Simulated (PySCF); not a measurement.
## J couplings in C5H7N

Bonds: C1-C2 1.328 Å, C2-C3 1.460 Å, C3-C4 1.341 Å, C3-C5 1.467 Å, C5-N6 1.261 Å. C1 carries H7, H8; C2 carries H9; C4 carries H10, H11; C5 carries H12; N6 carries H13.

Couplings: B3LYP/pcJ-1 (spin–dipole term only in couplings to heteroatoms) in PySCF, geometry GFN2-xTB; gas phase, one conformer, non-relativistic. Couplings are averaged over pairs made equivalent by symmetry, fast rotation or ring inversion, so a value needn't be that of the named pair in this geometry, while other rotamers aren't included; one pair stands for each set, and the list holds a selection of those of at least 1.5 Hz over up to four bonds.

Isotopes: 13C, 1H, 15N.

| pair | bonds | J (Hz) |
| --- | --- | --- |
| C1, C2 | 1 | ? |
| C1, H7 | 1 | 167.5 |
| C1, H8 | 1 | ? |
| C2, C3 | 1 | ? |
| C2, H9 | 1 | 158.8 |
| C3, C4 | 1 | 78.2 |
| C3, C5 | 1 | 65.0 |
| C4, H10 | 1 | 172.5 |
| C4, H11 | 1 | 165.0 |
| C5, N6 | 1 | -8.8 |
| C5, H12 | 1 | ? |
| N6, H13 | 1 | -55.5 |
| C3, H10 | 2 | -3.4 |
| C3, H12 | 2 | 11.4 |
| C5, H13 | 2 | -6.4 |
| H7, H8 | 2 | -1.5 |
| C1, C5 | 3 | ? |
| C2, H11 | 3 | 9.4 |
| C3, H7 | 3 | ? |
| C3, H8 | 3 | 6.6 |
| C4, H9 | 3 | 5.8 |
| C4, H12 | 3 | ? |
| C5, H9 | 3 | 6.7 |
| C5, H11 | 3 | 10.5 |
| H7, H9 | 3 | 13.2 |
| H12, H13 | 3 | ? |

Task: Estimate the withheld couplings, with signs.

Result: 
- 1J(C1,C2) = 77.8 Hz (bond length 1.328 Å)
- 1J(C1,H8) = 160.1 Hz (bond length 1.077 Å)
- 1J(C2,C3) = 58.5 Hz (bond length 1.460 Å)
- 1J(C5,H12) = 159.6 Hz (bond length 1.096 Å)
- 3J(C1,C5) = 4.3 Hz (dihedral angle 0°)
- 3J(C3,H7) = 11.4 Hz (dihedral angle 180°)
- 3J(C4,H12) = 4.1 Hz (dihedral angle 180°)
- 3J(H12,H13) = 17.7 Hz (dihedral angle 0°)
